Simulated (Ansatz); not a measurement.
1T (CdI2-type) HfS2 was calculated with HSE06-D3(BJ) in Ansatz (plane waves, PAW).

Task: Predict the interlayer binding energy, layer repeat distance and gap between the layers.

Result: 
* **interlayer binding energy**: 36.2 meV/Å²
* **layer repeat distance**: 5.684 Å
* **gap between the layers**: 2.798 Å

Spin–orbit coupling is not included.

The computed numbers hold no vibrational or temperature effects.

Cost on a shared machine: roughly 70 core-minutes.

Ansatz is a quantum-chemistry and plane-wave program.
